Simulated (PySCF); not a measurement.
# How well do the runs reproduce experiment for PH3?

**The experiment to reproduce.**

NIST CCCBDB Release 22 (SRD 101), experimental dipoles lists, for the gas: dipole moment (microwave Stark effect) 0.58 D.

The results are set against them at the end.

Compound: PH3.
SMILES with atom numbers: `[PH3:1]` (hydrogens: H2, H3, H4 on P1)

Structure used (PBE0-D3(BJ)/def2-SVP), in Å, numbered top down from 1:
```
atom  x, y, z in Å
P1     0.0256   -0.0410    0.4763
H2    -0.5990    1.0211   -0.2472
H3     1.1993   -0.0042   -0.3374
H4    -0.5896   -1.0495   -0.3272
```

Runs made with PySCF (gas phase, on this PBE0-D3(BJ)/def2-SVP geometry; no spin–orbit coupling):

| level | job | basis functions |
| --- | --- | --- |
| PBE0-D3(BJ)/def2-SVP, grid level 1 | geometry optimisation from a GFN2-xTB start shaken at random | 33 |

**Comparison with experiment**

**Dipole moment.** Measured: 0.58 D (NIST CCCBDB Release 22 (SRD 101), experimental dipoles).

| level | computed (D) | computed − measured (D) | % (from the printed values) |
| --- | --- | --- | --- |
| PBE0-D3(BJ)/def2-SVP | 0.91 | +0.33 | +57 |

The computed dipoles belong to one fixed geometry; measured ones are averaged over vibrations unless marked μe. Magnitudes are compared, not signs.

The geometry is computed, not the measured one. Where a level misses, the cause wasn't examined.
